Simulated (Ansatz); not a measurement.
The first iterations of a band of B2H4S (7 atoms, charge 0, multiplicity 1).

Method: Ansatz, RKS LDA/def2-SVP.

- movable images: 7
- climbing image: yes
- spring: 5.0 eV/Å²
- optimiser: quadratic models (default)
- start path: through a guess of the saddle point
- force threshold: 0.05 eV/Å
- iteration limit: 60
- end points: relaxed

Image 0:

```xyz
7
Properties=species:S:1:pos:R:3
B -0.647 0.572 -0.661
B -0.026 -0.012 0.740
S 1.319 -1.147 0.918
H -1.564 0.015 -1.250
H -0.236 1.605 -1.175
H -0.486 0.323 1.824
H 1.642 -1.357 -0.397
```

Image 8:

```xyz
7
Properties=species:S:1:pos:R:3
B -0.648 0.573 -0.661
B -0.027 -0.011 0.739
S 1.318 -1.147 0.918
H -0.235 1.604 -1.176
H -1.565 0.015 -1.248
H -0.485 0.323 1.824
H 1.642 -1.357 -0.397
```

| iteration | highest image above the first end (eV) | largest band force component (eV/Å) |
| --- | --- | --- |
| 1 | 5.357 | 21.320 |
| 2 | 0.903 | 3.692 |

Q: Does the band converge within its limit, and where does its top end?

A: The forces met the threshold. It ended after 7 iterations with the highest image 0.317 eV above the first end. A vibrational analysis at the climbing image gives one clearly imaginary mode, 302i cm⁻¹: a first-order saddle point.

Run time: 57 s on 1 thread of Intel(R) Xeon(R) Platinum 8259CL CPU @ 2.50GHz (Skylake/Cascade Lake) (shared host), peak memory 0.13 GiB.
